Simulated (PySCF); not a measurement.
## Potential energy of F₂⁺ along the bond

Set-up: basis F 6-311G(d,p); no relativity; PySCF 2.14. Energies in eV from F⁺ + F in their ground configurations at the same level. State: ²Πg (doublet), unpaired electrons π ↑.

All columns are r²SCANh.

```csv
R (Å),E (eV),HOMO (eV),LUMO (eV),Mayer bond order,⟨S²⟩
1.099,-1.686,-22.00,-19.23,1.22,0.75
1.150,-2.464,-22.41,-19.68,1.28,0.75
1.201,-2.908,-22.75,-20.06,1.32,0.75
1.240,-3.078,-22.96,-20.30,1.35,0.75
1.278,-3.143,-23.14,-20.50,1.37,0.75
1.316,-3.125,-23.29,-20.68,1.39,0.75
1.367,-3.007,-23.46,-20.88,1.42,0.75
1.431,-2.757,-23.61,-21.07,1.44,0.75
1.508,-2.371,-23.73,-21.24,1.46,0.75
1.610,-1.793,-23.81,-21.37,1.48,0.75
```

The state is the lowest determinant that a PBE0 search found; another state may lie lower at other levels.
